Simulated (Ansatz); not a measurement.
fcc Sr

All values below come from Hartree–Fock (plane waves, PAW; Ansatz, a first-principles code).

Run with plane-wave cutoff 460 eV, 10×10×10 k mesh, Fermi–Dirac smearing 0.05 eV, scalar-relativistic PAW data made under PBE.

Cell (relaxed at this level):

```
CELL_PARAMETERS angstrom
      0.00000     3.25205     3.25205
      3.25205     0.00000     3.25205
      3.25205     3.25205     0.00000
ATOMIC_POSITIONS crystal
  Sr 0.00000 0.00000 0.00000
```

```yaml
bulk_modulus: 9.46 GPa
pressure derivative B′ of the bulk modulus: 3.9
```

Measured, for comparison: bulk modulus 12.5 GPa (corrected for temperature and zero-point phonon effects, our sources range from 12.0 to 12.5; as tabulated in Levämäki et al. (2014), arXiv:1402.3671). Computed (rounded) less measured: bulk modulus -24 % (-21 % to -24 % over the range).

Note: the cell is over a tenth larger than the published one (another phase or state, or a fault of the published cell, is possible).

Computed values are for the static lattice.

Computing time: around 30 core-minutes (rough).
